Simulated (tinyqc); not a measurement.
Worked calculation (part 2 of 2): MP2 on RHF in the sto-3g basis, frozen core, for CH3-, spin multiplicity 1. The basis has no diffuse functions, so it cannot describe the extra electron: this is an exercise in the method, not the real anion. Computed by tinyqc, a small Python program that keeps every step (integrals from PySCF). Command: `OMP_NUM_THREADS=1 python tinyqc.py 23912 23913 out.jsonl` (the two numbers bound the seeds that draw the settings). One thread of a shared host (Intel(R) Xeon(R) Processor @ 2.60GHz), about 0.1 s of CPU time with the checks.

Geometry (angstrom):
```
atom        x        y       z
C      0.0000   0.0000  0.0820
H      1.1590   0.0000  0.0000
H     -0.5790   1.0040  0.0000
H     -0.5790  -1.0040  0.0000
```

## Integrals over molecular orbitals

coefficients C:
```
            MO1      MO2      MO3      MO4      MO5      MO6      MO7      MO8
1C 1s    0.9922  -0.2073   0.0000   0.0000  -0.0254  -0.2390  -0.0002   0.0000
1C 2s    0.0343   0.5862   0.0000  -0.0001   0.1168   1.3299   0.0013   0.0000
1C 2px   0.0000   0.0000   0.0000   0.4389   0.0000  -0.0008   1.1399   0.0000
1C 2py   0.0000   0.0000   0.4389   0.0000   0.0000   0.0000   0.0000   1.1402
1C 2pz  -0.0012  -0.0243   0.0000   0.0000   0.9936  -0.1299  -0.0001   0.0000
2H 1s   -0.0066   0.2677   0.0000   0.5922  -0.0320  -0.6852  -0.8821   0.0000
3H 1s   -0.0066   0.2677   0.5127  -0.2961  -0.0320  -0.6865   0.4400  -0.7635
4H 1s   -0.0066   0.2677  -0.5127  -0.2961  -0.0320  -0.6865   0.4400   0.7635
```

core Hamiltonian H = T + V (hartree), lower triangle:
```
           1C 1s    1C 2s   1C 2px   1C 2py   1C 2pz    2H 1s    3H 1s    4H 1s
1C 1s   -19.1280
1C 2s    -4.6175  -6.0562
1C 2px    0.0000  -0.0001  -5.0637
1C 2py    0.0000   0.0000   0.0000  -5.0639
1C 2pz    0.0032   0.0333   0.0000   0.0000  -4.8980
2H 1s    -0.9880  -2.3644  -1.9958   0.0000   0.1485  -3.6820
3H 1s    -0.9880  -2.3644   0.9970  -1.7289   0.1485  -0.5949  -3.6819
4H 1s    -0.9880  -2.3644   0.9970   1.7289   0.1485  -0.5949  -0.5942  -3.6819
```

Given earlier and not repeated: Two-electron integrals (ij|kl) in chemists' order.

(pq|rs) = sum C_ip C_jq C_kr C_ls (ij|kl), one index at a time.

one-electron integrals over orbitals h = C^T H C (hartree), lower triangle:
```
          1        2        3        4        5        6        7        8
1  -19.1103
2    0.3562  -4.7349
3    0.0000   0.0000  -4.1549
4   -0.0001   0.0000   0.0000  -4.1548
5    0.0382  -0.0419   0.0000   0.0000  -4.8908
6    0.3794  -0.9967   0.0000   0.0009   0.0763  -3.7901
7    0.0003  -0.0011   0.0000  -0.9790   0.0000   0.0003  -4.1629
8    0.0000   0.0000  -0.9793   0.0000   0.0000   0.0000   0.0000  -4.1629
```

Two-electron integrals over orbitals (pq|rs), unique and non-zero (hartree); the lowest 1 orbital is frozen and left out:
```
(22|22) 0.4839      (32|32) 0.1217      (33|22) 0.4604      (33|33) 0.5116
(42|22) 1.52e-05    (42|33) -0.0694     (42|42) 0.1216      (43|32) -0.0694
(43|43) 0.0554      (44|22) 0.4604      (44|33) 0.4008      (44|42) 0.0695
(44|44) 0.5116      (52|22) -0.0043     (52|33) -0.0023     (52|42) 4.93e-07
(52|44) -0.0023     (52|52) 0.0817      (53|32) -0.0023     (53|43) 0.0027
(53|53) 0.0171      (54|22) -5.77e-07   (54|33) 0.0027      (54|42) -0.0023
(54|44) -0.0027     (54|52) -7.73e-06   (54|54) 0.0171      (55|22) 0.5194
(55|33) 0.4591      (55|42) -9.19e-06   (55|44) 0.4591      (55|52) 0.0231
(55|54) -5.88e-06   (55|55) 0.6745      (62|22) 0.0696      (62|33) 0.0318
(62|42) -9.86e-06   (62|44) 0.0319      (62|52) -0.0030     (62|54) -5.47e-06
(62|55) 0.1382      (62|62) 0.0819      (63|32) -0.0472     (63|43) 0.0468
(63|53) 0.0034      (63|63) 0.0664      (64|22) -5.82e-05   (64|33) 0.0467
(64|42) -0.0471     (64|44) -0.0468     (64|52) -7.79e-06   (64|54) 0.0034
(64|55) -1.11e-04   (64|62) -1.16e-04   (64|64) 0.0663      (65|22) -0.0112
(65|33) -0.0043     (65|42) -1.04e-05   (65|44) -0.0043     (65|52) 0.0706
(65|54) -2.24e-05   (65|55) 0.0019      (65|62) -0.0139     (65|64) 9.11e-06
(65|65) 0.0684      (66|22) 0.4666      (66|33) 0.4524      (66|42) -1.94e-04
(66|44) 0.4522      (66|52) -0.0146     (66|54) 6.81e-06    (66|55) 0.4965
(66|62) 0.0512      (66|64) 5.63e-05    (66|65) -0.0190     (66|66) 0.4736
(72|22) 8.54e-05    (72|33) 0.0174      (72|42) 0.0125      (72|44) -0.0173
(72|52) -1.69e-06   (72|54) 0.0044      (72|55) 1.40e-04    (72|62) 2.72e-05
(72|64) 0.0438      (72|65) -1.34e-05   (72|66) 5.12e-05    (72|72) 0.0538
(73|32) 0.0454      (73|43) -0.0241     (73|53) -0.0021     (73|63) -0.0321
(73|73) 0.0326      (74|22) 0.0691      (74|33) 0.0602      (74|42) -0.0455
(74|44) 0.0118      (74|52) 0.0079      (74|54) 0.0021      (74|55) 0.1234
(74|62) 0.0765      (74|64) 0.0321      (74|65) -0.0032     (74|66) 0.0445
(74|72) 0.0058      (74|74) 0.1101      (75|22) -7.42e-06   (75|33) -0.0051
(75|42) 0.0104      (75|44) 0.0051      (75|52) 6.61e-05    (75|54) 0.0181
(75|55) 4.79e-06    (75|62) -1.36e-05   (75|64) -0.0034     (75|65) 4.03e-05
(75|66) -3.23e-05   (75|72) 0.0038      (75|74) -0.0037     (75|75) 0.0263
(76|22) -8.58e-06   (76|33) -0.0601     (76|42) 0.1071      (76|44) 0.0601
(76|52) -1.45e-05   (76|54) -0.0027     (76|55) -2.78e-05   (76|62) -2.34e-05
(76|64) -0.0433     (76|65) -2.22e-05   (76|66) -2.04e-04   (76|72) 0.0116
(76|74) -0.0457     (76|75) 0.0090      (76|76) 0.1076      (77|22) 0.5016
(77|33) 0.4440      (77|42) 0.0250      (77|44) 0.5097      (77|52) 0.0052
(77|54) -0.0024     (77|55) 0.5444      (77|62) 0.0825      (77|64) -0.0344
(77|65) -0.0040     (77|66) 0.4932      (77|72) -0.0260     (77|74) 0.0797
(77|75) 0.0009      (77|76) 0.0219      (77|77) 0.5806      (82|32) 0.0125
(82|43) 0.0173      (82|53) 0.0044      (82|63) 0.0438      (82|73) -0.0056
(82|82) 0.0538      (83|22) 0.0692      (83|33) 0.0119      (83|42) 0.0454
(83|44) 0.0602      (83|52) 0.0079      (83|54) -0.0021     (83|55) 0.1235
(83|62) 0.0765      (83|64) -0.0322     (83|65) -0.0032     (83|66) 0.0444
(83|72) -0.0056     (83|74) 0.0477      (83|75) 0.0037      (83|76) 0.0455
(83|77) 0.0913      (83|83) 0.1100      (84|32) 0.0454      (84|43) -0.0241
(84|53) -0.0021     (84|63) -0.0322     (84|73) 0.0296      (84|82) -0.0057
(84|84) 0.0327      (85|32) 0.0104      (85|43) -0.0051     (85|53) 0.0181
(85|63) -0.0035     (85|73) 0.0037      (85|82) 0.0038      (85|84) 0.0037
(85|85) 0.0263      (86|32) 0.1072      (86|43) -0.0602     (86|53) -0.0027
(86|63) -0.0435     (86|73) 0.0456      (86|82) 0.0115      (86|84) 0.0456
(86|85) 0.0091      (86|86) 0.1077      (87|32) -0.0247     (87|43) 0.0327
(87|53) 0.0024      (87|63) 0.0342      (87|73) -0.0056     (87|82) 0.0261
(87|84) -0.0056     (87|85) -0.0009     (87|86) -0.0217     (87|87) 0.0342
(88|22) 0.5017      (88|33) 0.5096      (88|42) -0.0248     (88|44) 0.4441
(88|52) 0.0052      (88|54) 0.0024      (88|55) 0.5444      (88|62) 0.0825
(88|64) 0.0341      (88|65) -0.0039     (88|66) 0.4933      (88|72) 0.0262
(88|74) 0.0912      (88|75) -0.0009     (88|76) -0.0217     (88|77) 0.5120
(88|83) 0.0799      (88|88) 0.5806
```

## Second-order Moller-Plesset energy

orbital energies (hartree): MO1 -10.3917, MO2 -0.3875, MO3 -0.0825, MO4 -0.0823, MO5 0.2220, MO6 0.9678, MO7 1.1599, MO8 1.1603

Hartree-Fock energy = -38.778975 hartree

E2 = sum_ijab (ia|jb) [2 (ia|jb) - (ib|ja)] / (e_i + e_j - e_a - e_b) over occupied i, j and virtual a, b; the opposite-spin part is (ia|jb)^2 / denominator, the rest is same-spin, and SCS-MP2 scales them by 6/5 and 1/3.

Terms (the 40 largest of 74):
```
i  j  a  b  (ia|jb)  (ib|ja)  denominator       term
4  4  7  7   0.1101   0.1101      -2.4844    -0.0049
3  3  8  8   0.1100   0.1100      -2.4856    -0.0049
3  2  8  6   0.0765   0.0438      -2.5980    -0.0032
2  3  6  8   0.0765   0.0438      -2.5980    -0.0032
4  2  7  6   0.0765   0.0438      -2.5974    -0.0032
2  4  6  7   0.0765   0.0438      -2.5974    -0.0032
5  5  6  6   0.0684   0.0684      -1.4915    -0.0031
2  2  6  6   0.0819   0.0819      -2.7104    -0.0025
3  3  6  6   0.0664   0.0664      -2.1006    -0.0021
4  4  6  6   0.0663   0.0663      -2.1002    -0.0021
3  4  8  7   0.0477   0.0296      -2.4850    -0.0013
4  3  7  8   0.0477   0.0296      -2.4850    -0.0013
2  2  7  7   0.0538   0.0538      -3.0947    -0.0009
2  2  8  8   0.0538   0.0538      -3.0955    -0.0009
4  3  6  8  -0.0322  -0.0322      -2.2929  -4.51e-04
3  4  8  6  -0.0322  -0.0322      -2.2929  -4.51e-04
3  4  6  8  -0.0322  -0.0322      -2.2929  -4.51e-04
4  3  8  6  -0.0322  -0.0322      -2.2929  -4.51e-04
3  3  6  7  -0.0321  -0.0321      -2.2927  -4.49e-04
3  3  7  6  -0.0321  -0.0321      -2.2927  -4.49e-04
4  4  6  7   0.0321   0.0321      -2.2923  -4.49e-04
4  4  7  6   0.0321   0.0321      -2.2923  -4.49e-04
4  4  8  8   0.0327   0.0327      -2.4853  -4.30e-04
3  3  7  7   0.0326   0.0326      -2.4848  -4.28e-04
5  5  7  7   0.0263   0.0263      -1.8757  -3.69e-04
5  5  8  8   0.0263   0.0263      -1.8765  -3.69e-04
4  2  6  7   0.0438   0.0765      -2.5974  -1.88e-04
2  4  7  6   0.0438   0.0765      -2.5974  -1.88e-04
3  2  6  8   0.0438   0.0765      -2.5980  -1.87e-04
2  3  8  6   0.0438   0.0765      -2.5980  -1.87e-04
3  4  7  8   0.0296   0.0477      -2.4850  -1.38e-04
4  3  8  7   0.0296   0.0477      -2.4850  -1.38e-04
2  5  6  6  -0.0139  -0.0139      -2.1010  -9.24e-05
5  2  6  6  -0.0139  -0.0139      -2.1010  -9.24e-05
2  4  7  7   0.0058   0.0058      -2.7896  -1.19e-05
4  2  7  7   0.0058   0.0058      -2.7896  -1.19e-05
2  4  8  8  -0.0057  -0.0057      -2.7904  -1.15e-05
4  2  8  8  -0.0057  -0.0057      -2.7904  -1.15e-05
3  2  7  8  -0.0056  -0.0056      -2.7902  -1.13e-05
2  3  8  7  -0.0056  -0.0056      -2.7902  -1.13e-05
```

Pair energies (hartree; pair i-j sums ij and ji):
```
pair  opposite spin  same spin
2-2         -0.0043          0
3-2         -0.0060    -0.0008
3-3         -0.0083          0
4-2         -0.0060    -0.0008
4-3         -0.0043  -2.62e-04
4-4         -0.0083          0
5-2       -2.09e-04          0
5-3       -4.77e-05  -5.04e-08
5-4       -4.77e-05  -4.84e-08
5-5         -0.0039          0
```

MP2 correlation energy = -0.043439 hartree

SCS-MP2 correlation energy = -0.050472 hartree

MP2 total energy = -38.822413 hartree
